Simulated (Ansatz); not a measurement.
# N₂ (triplet): B3LYP, wB97X-V over a scan of the distance N1–N2, 6-31G

How well do these functionals follow the top wave-function level for N₂ (triplet) over a scan of the distance N1–N2?

Method: 6-31G, all electrons in the functionals; program: Ansatz 0.2.0, Gaussian basis.

Plan: B3LYP, wB97X-V, at 1.009 Å; 1.120 Å; 1.266 Å; 1.370 Å; 1.529 Å; 1.757 Å; 1.988 Å; 2.291 Å; 2.853 Å; 3.397 Å; 4.385 Å.

36 further runs of the same task are left out: 4 for a known fault of the program, 23 that didn't finish, 9 set aside as unsound or not needed.

**1. The system**

The geometry derives from a PBE0/def2-TZVP stationary point (not a proven minimum). One bond is set to the value named and the two fragments are kept rigid.

2 atoms, charge 0, spin multiplicity 3.

Atoms are counted from 1 here; the program's logs count them from 0.

Bond lengths: N1–N2 1.266 Å.

Geometry (Å):

```tsv
atom	x (Å)	y (Å)	z (Å)
N1	0.0000	0.0000	0.0000
N2	0.0000	0.0000	1.2663
```

No dispersion term is added; wB97X-V holds VV10 nonlocal correlation. B3LYP takes the VWN-RPA correlation.

The geometry shown and the zero of energy belong to the point 1.266 Å. The yardstick, FCI, and other wave-function levels (R restricted, U unrestricted, valence and pair active spaces) come from earlier runs.

**2. B3LYP, 1.009 Å**

Contents of in.yaml:

```yaml
crystal:
  periodic: [false, false, false]
  atoms:
    - {symbol: N, position_ang: [0.000000, 0.000000, 0.000000]}
    - {symbol: N, position_ang: [0.000000, 0.000000, 1.009000]}
basis:
  gaussian: {orbitals: 6-31G}
magnetization: {spin_polarized: true, initial_magnetization: 2}
hamiltonian: {xc: {name: B3LYP}}
```

On the command line:

```
$ ansatz run in.yaml --threads 1 --pin off --events-out ev --progress --plain --max-ram 2393MiB
```

After this run come: B3LYP, 1.120 Å; B3LYP, 1.266 Å; B3LYP, 1.370 Å; B3LYP, 1.529 Å; B3LYP, 1.757 Å; B3LYP, 1.988 Å; B3LYP, 2.291 Å; B3LYP, 2.853 Å; B3LYP, 3.397 Å; B3LYP, 4.385 Å; wB97X-V, 1.009 Å; wB97X-V, 1.120 Å; wB97X-V, 1.266 Å; wB97X-V, 1.370 Å; wB97X-V, 1.529 Å; wB97X-V, 1.757 Å; wB97X-V, 1.988 Å; wB97X-V, 2.291 Å; wB97X-V, 2.853 Å; wB97X-V, 3.397 Å; wB97X-V, 4.385 Å.

Before running them: what should the planned runs give, taken together? Wanted: span of the FCI curve; largest miss, B3LYP; largest miss, wB97X-V.

The runs gave:

```
             quantity                value
span of the FCI curve             5.141 eV
  largest miss, B3LYP  +1.780 eV (4.385 Å)
largest miss, wB97X-V  +1.728 eV (4.385 Å)
```

In words: Of the functionals, wB97X-V keep the smallest largest miss at the points compared (at most 1.728 eV) and B3LYP strays most (1.780 eV, at 4.385 Å). B3LYP, wB97X-V clearly break the spin symmetry at some points (⟨S²⟩ up to 2.00 above the pure value), so energy there is bought with a mixed spin. Functionals and the yardstick converge differently with the basis, so part of each miss in 6-31G is the basis.

Huber and Herzberg's tables give the ground state of this molecule as 1Σg+; the runs here treat another spin state.
